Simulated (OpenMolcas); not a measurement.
# RI-MP2/def2-TZVPP (RICD fitting, fitting threshold 1e-05) run of BH3 (borane), part 2 of 2

OpenMolcas 26.06. Earlier steps stand in the parts before.

### 3 The distorted shape

File job.inp:

```
* BH3 RI-MP2

&GATEWAY
  BasLib = $CurrDir
  Coord
  4
  bohr
  B      1.30806464    -1.46472294     1.16539221
  H      3.13788645    -0.71487961     2.24990603
  H      0.75985510    -3.65056915     1.25628804
  H     -1.25553404     1.40765699    -1.18466931
  Basis = def2-TZVPP
  Group = NoSym
  RICD
  CDThreshold = 1e-05

&SEWARD

&SCF
  PrOrbitals = 0

&MBPT2
  Frozen = 1
```

The basis set def2-TZVPP is read from a file made from the Basis Set Exchange's data (not shown).

Launch:

```sh
$ export MOLCAS_MEM=1860
$ pymolcas job.inp > job.log
```

Standard output:

```text
--- Start Module: gateway ---

                                              &GATEWAY

                       available to each process: 1.9 GB of memory, 1 thread

 Basis Set     1 Label: B.DEF2-TZVPP
 Basis set is read from library:.
 basistype.tbl is not found

 Basis Set     2 Label: H.DEF2-TZVPP
 Basis set is read from library:.
 basistype.tbl is not found

++    Symmetry information:
      ---------------------

                    Character Table for C1

                             E
                    a        1  x, y, xy, Rz, z, xz, Ry, yz, Rx, I
--

++    Basis set information:
      ----------------------

      Basis set label: B.DEF2-TZVPP.........

      Electronic valence basis set:
      ------------------
      Associated Effective Charge   5.000000 au
      Associated Actual Charge      5.000000 au
      Nuclear Model: Point charge

      Shell  nPrim  nBasis  Cartesian Spherical Contaminant
         s      11       5        X
         p       6       3        X
         d       2       2                 X
         f       1       1                 X

      Basis set label: H.DEF2-TZVPP.........

      Electronic valence basis set:
      ------------------
      Associated Effective Charge   1.000000 au
      Associated Actual Charge      1.000000 au
      Nuclear Model: Point charge

      Shell  nPrim  nBasis  Cartesian Spherical Contaminant
         s       5       3        X
         p       2       2        X
         d       1       1                 X
--

++    Molecular structure info:
      -------------------------

                    ************************************************
                    **** Cartesian Coordinates / bohr, angstrom ****
                    ************************************************

     Center  Label                x              y              z                     x              y              z
        1      B1               1.308065      -1.464723       1.165392              0.692198      -0.775098       0.616699
        2      H2               3.137886      -0.714880       2.249906              1.660498      -0.378298       1.190599
        3      H3               0.759855      -3.650569       1.256288              0.402098      -1.931798       0.664799
        4      H4              -1.255534       1.407657      -1.184669             -0.664400       0.744900      -0.626900

                    ***************************************
                    *    InterNuclear Distances / bohr    *
                    ***************************************

               1 B1            2 H2            3 H3            4 H4
    1 B1       0.000000
    2 H2       2.255368        0.000000
    3 H3       2.255376        3.906480        0.000000
    4 H4       4.510587        5.966876        5.967053        0.000000

                    *******************************************
                    *    InterNuclear Distances / angstrom    *
                    *******************************************

               1 B1            2 H2            3 H3            4 H4
    1 B1       0.000000
    2 H2       1.193489        0.000000
    3 H3       1.193493        2.067220        0.000000
    4 H4       2.386900        3.157535        3.157628        0.000000

                    **************************************
                    *    Valence Bond Angles / degree    *
                    **************************************
                          Atom centers                 Phi
                      2 H2       1 B1       3 H3       120.00
--

            Nuclear Potential Energy              6.13352602 au

--- Stop Module: gateway /rc=_RC_ALL_IS_WELL_ ---

--- Start Module: seward ---

                                              &SEWARD

                       available to each process: 1.9 GB of memory, 1 thread

               SEWARD will generate:
                  Multipole Moment integrals up to order  2
                  Kinetic Energy integrals
                  Nuclear Attraction integrals (point charge)
                  One-Electron Hamiltonian integrals
                  Velocity integrals
                  Orbital angular momentum around (  1.2160  -1.3616   1.0810 )
                  Velocity quadrupole around (  1.2160  -1.3616   1.0810 )
                  RI decomposed two-electron repulsion integrals stored Cholesky style
                   - acCD auxiliary basis
                   - CD Threshold:   1.00E-05

                   Integrals are discarded if absolute value <: 1.00E-14
                   Integral cutoff threshold is set to       <: 1.00E-16

            Nuclear Potential Energy              6.13352602 au

      Basis set specifications :
      Symmetry species         a
      Basis functions           73

--- Stop Module: seward /rc=_RC_ALL_IS_WELL_ ---

--- Start Module: scf ---

                                                &SCF

                       available to each process: 1.9 GB of memory, 1 thread

++    Input section:
      --------------

      Header of the integral files:

      Cartesian coordinates in angstrom:
      -----------------------------------------------------
      No.  Label        X            Y            Z
      -----------------------------------------------------
       1   B1         0.69219800  -0.77509800   0.61669900
       2   H2         1.66049800  -0.37829800   1.19059900
       3   H3         0.40209800  -1.93179800   0.66479900
       4   H4        -0.66440000   0.74490000  -0.62690000
      -----------------------------------------------------
      Nuclear repulsion energy =    6.13352602
--

++    Orbital specifications:
      -----------------------

      Symmetry species               1
                                     a
      Frozen orbitals                0
      Occupied orbitals              4
      Secondary orbitals            69
      Deleted orbitals               0
      Total number of orbitals      73
      Number of basis functions     73
--

      Molecular charge                           0.000

++    Optimization specifications:
      ----------------------------

      SCF Algorithm: LK-RI/DF
      LK screening threshold:                     4.50E-02
      Local-Exchange (LK) algorithm.
       - the density matrix is decomposed
      The actual AO density is used
      Number of density matrices in core                 5
      Maximum number of NDDO SCF iterations            400
      Maximum number of HF SCF iterations              400
      Threshold for SCF energy change             1.00E-09
      Threshold for density matrix                1.00E-04
      Threshold for Fock matrix                   1.50E-04
      Threshold for linear dependence             1.00E-09
      Threshold at which DIIS is turned on        1.50E-01
      Maximum depth in the DIIS procedure                5
      Maximum depth in the BFGS Hessian update          30
      Threshold at which QNR/C2DIIS is turned on  7.50E-02
      Threshold for Norm(delta) (QNR/C2DIIS)      1.00E-03
      All orbitals punched on: SCFORB
--

      Input vectors read from INPORB
      Orbital file label: *Guess orbitals

++ Convergence information
                                   SCF        iterations: Energy and convergence statistics

Iter     Tot. SCF        One-elec.       Two-elec.     Energy      Max Dij or  Max Fij      DNorm      TNorm      AccCon     Time
         Energy          Energy          Energy        Change      Delta Norm                                                in Sec.
   1   -26.046429819   -44.826082444    12.646126603   0.00E+00    5.87E-01*   1.33E-01*    2.15E+00   3.06E+01   None         0.
   2   -26.212230724   -46.682236859    14.336480114  -1.66E-01*   2.98E-01*   6.86E-02*    2.24E+00   3.21E+01   EDIIS        0.
   3   -26.237504531   -45.919800637    13.548770084  -2.53E-02*   5.27E-02*   1.78E-02*    2.18E+00   3.14E+01   EDIIS        0.
   4   -26.240462497   -46.139240084    13.765251565  -2.96E-03*   2.22E-02*   5.58E-03*    2.20E+00   3.16E+01   c2DIIS       0.
   5   -26.240773717   -46.078169892    13.703870154  -3.11E-04*   4.10E-03*   1.25E-03*    2.20E+00   3.16E+01   QNRc2DIIS    0.
   6   -26.240809407   -46.084514276    13.710178848  -3.57E-05*   3.31E-03*   5.58E-04*    2.20E+00   3.16E+01   QNRc2DIIS    0.
   7   -26.240816442   -46.080692517    13.706350053  -7.03E-06*   1.52E-04    4.37E-05     2.21E+00   3.16E+01   QNRc2DIIS    0.
   8   -26.240816476   -46.081168248    13.706825751  -3.43E-08*   4.35E-05    1.22E-05     2.21E+00   3.16E+01   QNRc2DIIS    0.
   9   -26.240816478   -46.081164016    13.706821516  -2.27E-09*   2.55E-06    8.27E-07     2.21E+00   3.16E+01   QNRc2DIIS    0.
  10   -26.240816478   -46.081162146    13.706819646  -2.23E-11    2.05E-07    6.47E-08     2.21E+00   3.16E+01   QNRc2DIIS    0.

       Convergence after  10 Iterations
--

 *****************************************************************************************************************************
 *                                             SCF/KS-DFT Program, Final results                                             *
 *                                                       Final Results                                                       *
 *****************************************************************************************************************************

::    Total SCF energy                                -26.2408164785
      One-electron energy                             -46.0811621457
      Two-electron energy                              13.7068196457
      Nuclear repulsion energy                          6.1335260216
      Kinetic energy (interpolated)                    25.9059770060
      Virial theorem                                    1.0129251822
      Total spin, S(S+1)                                0.0000000000
      Total spin, S                                     0.0000000000
      Max non-diagonal density matrix element           0.0000003237
      Max non-diagonal Fock matrix element              0.0000000146

      No orbitals printed

++    Molecular charges:
      ------------------

      Mulliken charges per centre
      ---------------------------

                B1      H2      H3      H4
      Total    4.9078  0.9663  0.9663  1.1597

      N-E      0.0922  0.0337  0.0337 -0.1597

      Total electronic charge=    8.000000

      Total            charge=   -0.000000
--

++    Molecular properties:
      ---------------------

      Charge (e):
                      =   -0.0000
      Dipole Moment (debye):
      Origin of the operator (angstrom)=    0.6435   -0.7205    0.5721
                   X=  1.5041E+00               Y= -1.6852E+00               Z=  1.3787E+00           Total=  2.6463E+00
      Quadrupole Moment (debye*angstrom):
      Origin of the operator (angstrom)=    0.6435   -0.7205    0.5721
                  XX= -1.0883E+01              XY=  1.2075E+00              XZ= -1.7761E+00              YY= -1.1603E+01
                  YZ=  1.4469E+00              ZZ= -1.0159E+01
      In traceless form (debye*angstrom)
                  XX= -2.4375E-03              XY=  1.8112E+00              XZ= -2.6642E+00              YY= -1.0818E+00
                  YZ=  2.1704E+00              ZZ=  1.0842E+00
--

--- Stop Module: scf /rc=_RC_ALL_IS_WELL_ ---

--- Start Module: mbpt2 ---

                                               &MBPT2

                       available to each process: 1.9 GB of memory, 1 thread

WARNING!
Default frozen orbitals as non valence orbitals is overwritten by user input.
Default values:   1

      Cartesian coordinates in angstrom:
      -----------------------------------------------------
      No.  Label        X            Y            Z
      -----------------------------------------------------
       1   B1         0.69219800  -0.77509800   0.61669900
       2   H2         1.66049800  -0.37829800   1.19059900
       3   H3         0.40209800  -1.93179800   0.66479900
       4   H4        -0.66440000   0.74490000  -0.62690000
      -----------------------------------------------------
      Nuclear repulsion energy =    6.13352602

      Contents of RUNFILE file:
      -------------------------

      Symmetry species                           1
                                                 a
      Number of basis functions                 73
      Frozen occupied orbitals                   1
      Active occupied orbitals                   3
      Active external orbitals                  69
      Deleted external orbitals                  0

      Reference numbers of frozen occupied orbitals according to the original input sequence
      symmetry species 1                        1

      Energies of the active occupied orbitals

      symmetry species 1                    -0.717466     -0.550570     -0.340816

      Energies of the active external orbitals

      symmetry species 1                     0.027049      0.042476      0.131423      0.164955      0.213508
                                             0.246725      0.255143      0.269868      0.449317      0.497935
                                             0.508362      0.544555      0.554163      0.591429      0.761576
                                             0.789822      0.797829      0.854738      0.879224      0.924944
                                             0.966070      1.089251      1.090096      1.100294      1.106768
                                             1.260799      1.455411      1.596565      1.597905      1.897970
                                             1.931155      1.957399      2.006244      2.112959      2.117571
                                             2.133858      2.201082      2.229295      2.348392      2.443257
                                             2.448235      2.724293      3.128222      3.258584      3.509626
                                             3.513482      3.541140      3.541152      3.567012      3.617750
                                             3.712794      3.837336      3.851331      3.979780      3.981093
                                             4.149273      4.159701      4.175470      4.175715      4.318080
                                             4.406924      4.500213      4.505716      4.642880      4.824344
                                             4.961781      5.075610      5.098446     15.253005

      ********************************************************************************************************
      *                                               Results                                                *
      ********************************************************************************************************

       SCF energy                           =      -26.2408164785 a.u.
       Second-order correlation energy      =       -0.1204268987 a.u.
       ( Opposite-Spin contribution         =       -0.1102386469 )

       Total energy                         =      -26.3612433772 a.u.

       Reference weight ( Cref**2 )         =        0.93997

::    Total MBPT2 energy                              -26.3612433772

       Zeroth-order energy (E0)             =      -12.5339968328 a.u.

       Shanks-type energy S1(E)             =      -26.3623108156 a.u.

--- Stop Module: mbpt2 /rc=_RC_ALL_IS_WELL_ ---

.##################.
.# Happy landing! #.
.##################.

    Timing: Wall=2.00 User=1.73 System=0.26
```

It took 2.2 s on 1 thread of Arm Neoverse V1, shared host; peak memory 0.093 GiB.

### 4 Results

The summary covers parts 1 to 2.

At RI-MP2/def2-TZVPP (RICD fitting, fitting threshold 1e-05), 1 core orbital frozen:

| quantity | value |
| --- | --- |
| first shape: total energy | -26.51393 Eh |
| first shape: dipole moment (mean-field density) | 0.00 D |
| first shape: HOMO energy (Hartree–Fock orbitals) | -13.55 eV |
| first shape: LUMO energy (Hartree–Fock orbitals) | 1.47 eV |
| first shape: HOMO–LUMO gap (Hartree–Fock orbitals) | 15.01 eV |
| first shape: correlation energy (1 core orbital frozen) | -113.3 mEh |
| distorted shape: total energy | -26.36124 Eh |
| distorted shape: dipole moment (mean-field density) | 2.65 D |
| distorted shape: HOMO energy (Hartree–Fock orbitals) | -9.27 eV |
| distorted shape: LUMO energy (Hartree–Fock orbitals) | 0.74 eV |
| distorted shape: HOMO–LUMO gap (Hartree–Fock orbitals) | 10.01 eV |
| distorted shape: correlation energy (1 core orbital frozen) | -120.4 mEh |
| energy change with the B1–H4 bond stretched from 1.193 to 2.387 Å | 4.155 eV |

One bond (distorted shape) is far stretched, which a spin-restricted single reference describes badly; perturbation theory on it can break down and give far too much correlation. With the B1–H4 bond stretched from 1.193 to 2.387 Å the energy rises by 4.15 eV (401 kJ/mol). The first shape isn't relaxed at this level, so the change isn't measured from a minimum. A restricted reference can't describe the breaking bond well at this length.
